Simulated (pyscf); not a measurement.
This saddle point was located with ωB97X-D3(BJ)/def2-SVP in PySCF.

```
Si
N 1 1.7067
H 2 1.0138 1 120.18
H 2 1.0157 3 112.65 1 -150.95
N 1 1.8465 2 99.50 3 167.68
H 5 1.0241 1 109.82 2 -74.73
H 5 1.0242 6 106.52 1 119.27
H 5 1.3351 6 98.92 7 102.76
Cl 1 2.0783 2 114.98 3 -87.33
Cl 1 2.0970 2 103.39 3 27.14
```
Charge 0, spin multiplicity 2.

Surface: doublet, charge 0. Lowest wavenumbers (cm⁻¹): 1761i, 138, 178, 206, 243.

Q: Name the species on either side of this saddle.

A: `[NH2][Si]([Cl])[Cl]` [doublet] + `[NH3]` ⇌ `[NH2][Si]([NH2])([Cl])[Cl]` + `[H]` [doublet], a substitution at N read from left to right: H–N broken and N–Si formed. At ωB97M-D3(BJ)/def2-TZVP it lies +68.4 kJ/mol from the left side and +80.6 kJ/mol from the right (each side as separated species at their lowest minima found). On the reactant side the descent ends in a bound adduct, 33.6 kJ/mol under the separated species and 111.5 kJ/mol under the saddle at ωB97X-D3(BJ)/def2-TZVP. At ωB97X-D3(BJ)/def2-TZVP the barrier from the zero used here is 77.9 kJ/mol. One saddle was located; it need not be the lowest between these sides. The angle at the attacked N is 130°.
